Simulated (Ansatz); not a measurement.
# Energy profile

The step: AlH₂Cl ([AlH2][Cl]) → AlH + HCl; bonds formed: Cl2–H3; bonds broken: Al1–Cl2, Al1–H3 (atoms numbered as in the saddle structure below).

```
atom    x (Å)    y (Å)    z (Å)
 Al1  -0.3431   0.5363   0.6872
 Cl2   0.8459  -0.6582  -1.2578
  H3   0.9534   0.6871  -0.4787
  H4  -1.4562  -0.5653   1.0493
```

Electronic energies by CCSD(T) at an estimated basis limit (MP2 extrapolated from triple and quadruple zeta, plus CCSD(T) − MP2 in triple zeta), on PBE0-D4/def2-TZVP structures; AlH₂Cl, singlet; no counterpoise correction. Program: Ansatz 0.2.0. Basis: def2-TZVPP and def2-QZVPP. Cores are frozen in the correlated methods. Extrapolation: Hartree–Fock as exp(−7.88 √X), correlation as X^−2.97.

Q: Give the profile in eV, counted from the start structure. (Judge from chemistry; the value comes from the calculation.)

A: The calculation gives:
| point | eV |
| --- | --- |
| start structure | 0.000 |
| saddle | 3.250 |
| end structure | 2.796 |
| separated: AlH (Al1, H4; singlet) + HCl (Cl2, H3; singlet) | 2.914 |

No T1 diagnostic of these runs exceeds 0.015. The restricted Hartree–Fock reference is unstable towards an unrestricted one at one or more of these structures.

Labels in which every atom is bracketed show which atoms are joined, not bond orders.

For scale, one of the runs: CCSD(T)/def2-TZVPP, 112 basis functions (an equivalent command: `ansatz run in.yaml --threads 2`). The run took about 1.8 s on 2 CPU threads (shared host).
